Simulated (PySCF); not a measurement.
# Bond length, frequency and bond energy of BC⁻ by level of theory

State: ³Π (triplet), unpaired electrons σ ↑, π ↑. Set-up: B aug-pcseg-1, C aug-pcseg-1; no relativity (PySCF 2.14). De refers to B + C⁻ in their high-spin ground configurations, without counterpoise correction. The functionals are run spin-unrestricted. A positive dipole points towards C; it is taken about the centre of mass and depends on that origin. Levels whose curve was spin-contaminated or gave no clean fit are not listed.

```csv
Level,Re (Å),ωe (cm⁻¹),De (eV),μ (D)
ROHF,1.395,1544,n/a,-2.22
ROHF-CCSD,1.439,1349,4.51,n/a
ROHF-CCSD(T),1.451,1290,4.79,n/a
PBE,1.444,1319,5.56,-0.27
r²SCAN,1.434,1351,5.29,-0.55
TPSSh,1.437,1333,5.12,-0.43
r²SCANh,1.430,1363,5.18,-0.69
PBE0,1.430,1363,5.23,-0.59
MN15,1.429,1357,5.17,-0.90
```

The bond length runs from 1.395 Å (ROHF) to 1.451 Å (ROHF-CCSD(T)). De spans 4.51 eV (ROHF-CCSD, coupled cluster) to 5.56 eV (PBE, GGA).

Correlated steps freeze 2 core orbitals. Correlated levels converge slowly with the basis: in double zeta they bind strong bonds too weakly, by up to about 1 eV, and carry superposition errors of some tenths. For an ion De counts to the pair picked by the measured ionisation energies or electron affinities, which need not be the lowest pair at this level. The highest Kohn–Sham level is positive in this anion. Much of that is self-interaction error, but it also means that the finite basis helps to hold the extra electron. The CCSD T1 diagnostic is raised, a sign that a single reference may not be enough here. The state is the lowest determinant that a PBE0 search found; another state may lie lower at other levels.
